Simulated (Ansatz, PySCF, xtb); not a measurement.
Protons, H atoms and electrons added to or taken from F[SiH3]. All species are isolated molecules in the gas phase. Strings in code marks are SMILES.

Quantity: bond dissociation enthalpy (X–H) at 298 K, in kcal/mol. HF references are unrestricted for open shells and restricted for singlets. Thermal and zero-point terms are GFN2-xTB rigid-rotor harmonic values (xtb).

Level 1: CAM-B3LYP-D3(BJ)/def2-TZVP (PySCF)
Level 2: PBE-D3(BJ)/def2-TZVP // CAM-B3LYP-D3(BJ)/def2-TZVP (PySCF)
Level 3: frozen-core MP2/cc-pVTZ // CAM-B3LYP-D3(BJ)/def2-TZVP (Ansatz, a quantum-chemistry and plane-wave program)
Level 4: SVWN5/6-31G* // CAM-B3LYP-D3(BJ)/def2-TZVP (PySCF)

```csv
species,level 2,level 3,level 4
H atom removed from Si2: `F[SiH2]`,88.2,90.8,97.7
```

### Question
What does level 1 give for each?

### Answer

- H atom removed from Si2: `F[SiH2]`: 93.6
